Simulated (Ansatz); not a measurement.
Species, as SMILES: Cl (HCl).
Atoms: Cl1, H2. Bonds: Cl1-H2.

Basis-set convergence of the highest harmonic wavenumber at B3LYP with Ansatz (a quantum-chemistry and plane-wave program). Each level at its own minimum, finite differences of forces, unscaled; the reference is a large set that could be run, not a limit. Cartesian d functions, on some or all atoms, in 6-31G*, 6-31G**, 6-311G**; all else is spherical. The program fits the integrals of some runs and decomposes those of others, by size. Core-valence sets carry the plain set on hydrogen. No added dispersion term, no relativity. Reference: the value in aug-pcseg-3, 2945 cm⁻¹. Deviations are taken from unrounded values.

```json
[
 {"basis": "STO-3G", "functions": "10", "highest harmonic wavenumber (cm⁻¹)": "3057", "minus reference (cm⁻¹)": "111"},
 {"basis": "3-21G", "functions": "15", "highest harmonic wavenumber (cm⁻¹)": "2669", "minus reference (cm⁻¹)": "-277"},
 {"basis": "6-31G", "functions": "15", "highest harmonic wavenumber (cm⁻¹)": "2726", "minus reference (cm⁻¹)": "-220"},
 {"basis": "pcseg-0", "functions": "15", "highest harmonic wavenumber (cm⁻¹)": "2610", "minus reference (cm⁻¹)": "-335"},
 {"basis": "6-31G*", "functions": "21", "highest harmonic wavenumber (cm⁻¹)": "2939", "minus reference (cm⁻¹)": "-6"},
 {"basis": "pcseg-1", "functions": "23", "highest harmonic wavenumber (cm⁻¹)": "2935", "minus reference (cm⁻¹)": "-10"},
 {"basis": "6-31G**", "functions": "24", "highest harmonic wavenumber (cm⁻¹)": "2956", "minus reference (cm⁻¹)": "11"},
 {"basis": "6-311G**", "functions": "33", "highest harmonic wavenumber (cm⁻¹)": "2933", "minus reference (cm⁻¹)": "-13"},
 {"basis": "pcseg-2", "functions": "48", "highest harmonic wavenumber (cm⁻¹)": "2934", "minus reference (cm⁻¹)": "-12"},
 {"basis": "cc-pCVTZ", "functions": "73", "highest harmonic wavenumber (cm⁻¹)": "2946", "minus reference (cm⁻¹)": "0"},
 {"basis": "pcseg-3", "functions": "97", "highest harmonic wavenumber (cm⁻¹)": "2945", "minus reference (cm⁻¹)": "0"}
]
```

The smallest set listed that lies within 20 cm⁻¹ of the reference with all its larger relatives (same family, alike in diffuse functions; a set with none counts only in the reference's own line) is 6-31G* (21 functions, -6 cm⁻¹ off). Inside, with no larger relative to test it: cc-pCVTZ.
